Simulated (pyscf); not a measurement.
Single points on ωB97X-D3(BJ)/def2-SVP structures (PySCF, gas phase).

### Question
Estimate by transition-state theory the rate constant of `[SiH3][As]([SiH3])[AsH2]` + `[H][H]` -> `[SiH3][AsH][SiH3]` + `[AsH3]` (singlet surface; As–As, H–H broken, As–H, As–H formed) at 1200 K, with ωB97M-D3(BJ)/def2-TZVP energies (ideal gas, 1 atm, RRHO with modes under 100 cm⁻¹ raised to 100, one conformer, R ln 2 for chiral ones without a mode under 150 cm⁻¹; no tunnelling).

### Answer
The electronic barrier is 66.5 kcal/mol and the thermal terms add +34.3, so ΔG‡ = 100.8 kcal/mol. With k_BT/h = 2.50e+13 s⁻¹ and RT = 2.385 kcal/mol, and a volume of 1.64e-19 cm³ per molecule at 1 atm, k = 1.8e-24 cm³ molecule⁻¹ s⁻¹. Wigner's tunnelling factor for 1100i cm⁻¹ would be 1.07. A shift of 1 kcal/mol in the barrier changes k by a factor 1.5. On the product side the descent ends in a complex (not fully relaxed), 4.2 kcal/mol under the separated species and 66.7 kcal/mol under the saddle at ωB97X-D3(BJ)/def2-TZVP. At ωB97X-D3(BJ)/def2-TZVP the barrier from the zero used here is 72.3 kcal/mol. The same reactants have a lower exit, to H₃Si–As•–SiH₃ + AsH₂• + H₂ (no saddle counted: cutting one bond costs +49.9 kcal/mol at ωB97M-D3(BJ)/def2-TZVP, against +66.5 kcal/mol here). One saddle was located; it need not be the lowest between these sides. One closed-shell reference is unstable to symmetry breaking; treat the single-reference values with care. Elements up to Kr have no core potential and no relativistic terms here.
